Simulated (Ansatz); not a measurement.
Breaking a bond: Li2, singlet.

Methods: RMP2 = MP2 on RHF/aug-cc-pVDZ, frozen core run with Ansatz (an electronic-structure program); RCCSD(T) = CCSD(T) on RHF/aug-cc-pVDZ, frozen core in Ansatz; UKS-PBE = unrestricted PBE/aug-cc-pVDZ in Ansatz.

Energies are in kcal/mol, each relative to the lowest point of its own curve near equilibrium.

```tsv
R / Å	RMP2	RCCSD(T)	UKS-PBE
2.08	13.4	11.3	11.6
2.19	8.8	7.2	7.4
2.37	3.7	2.8	3.0
2.44	2.4	1.7	1.9
2.61	0.5	0.3	0.3
2.64	0.3	0.1	0.2
2.74	0.0	0.0	0.0
2.83	0.0	0.2	0.1
2.95	0.4	0.7	0.6
2.98	0.5	0.9	0.8
3.15	1.8	2.3	2.1
3.40	4.3	4.9	4.5
3.70	8.0	8.3	7.7
4.07	12.7	12.4	11.3
4.59	18.9	16.8	15.1
4.98	22.9	19.0	17.1
5.49	27.0	20.8	18.6
6.10	30.4	21.8	19.5
6.71	32.3	22.3	19.8
7.49	32.8	22.5	19.9
8.32	31.7	22.6	19.9
```

At the longest distance, 8.32 Å, RMP2 lies highest above its minimum (31.7 kcal/mol) and UKS-PBE lowest (19.9 kcal/mol).

The restricted form behind RMP2 keeps the bonding electrons paired and can't separate into open-shell fragments. The T1 diagnostic of CCSD on the restricted reference of RMP2 exceeds 0.045 at 4.59 to 8.32 Å. With two correlated electrons CCSD is exact in the basis where it finds the lowest root (RCCSD(T)). The unrestricted determinant behind UKS-PBE is spin-contaminated at 3.40 to 8.32 Å (<S²> up to 1.0, against 0.00 for a pure singlet).
